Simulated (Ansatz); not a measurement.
1T (CdI2-type) HfTe2, treated with rVV10 in Ansatz (plane waves, PAW).

Settings: plane-wave cutoff 520 eV, 18×18×8 k mesh (along the axes of the cell as run), Fermi–Dirac smearing 0.05 eV, scalar-relativistic PAW data made under PBE.

Shape and atoms are relaxed at each volume.

Pressure at four volumes; x = ln(V/31.377 Å³). One pressure is withheld.

```
V (Å³/atom)        x  P (GPa)
-----------  -------  -------
30.122       -0.0408        ?
30.750       -0.0202    0.613
31.377        0.0000    0.002
32.632        0.0392   -0.906
```

Problem. Pass a parabola P(x) through the three rows shown, estimate the bulk modulus and its pressure derivative near zero pressure, and predict the withheld pressure.

Solution. Slopes between the rows: (0.002 − (0.613))/(0.0000 − (-0.0202)) = -30.25 and (-0.906 − (0.002))/(0.0392 − (0.0000)) = -23.16 GPa. Their difference over the span 0.0594 is c = 7.09/0.0594 = 119.4 GPa, so P(x) = 0.613 + (-30.25)(x − (-0.0202)) + 119.4 (x − (-0.0202))(x − (0.0000)). At the middle row B = −dP/dx = −[-30.25 + 119.4 × 0.0202] = 27.8 GPa, and B′ = dB/dP = 2c/B = 8.6. At x = -0.0408 the parabola gives 1.337 GPa; the run gives 1.333 GPa. The Birch–Murnaghan fit to the energies at all volumes has B0 = 27.6 GPa and B′ = 8.6.

Note: the relaxation could not lower the start's symmetry, so the cell can be a saddle point above a distorted one; the bulk modulus comes from volumes at which shape and atoms were relaxed.

Spin–orbit coupling is not included; it can open a gap where bands touch, and shift volumes and moduli.

Ansatz is an electronic-structure program.
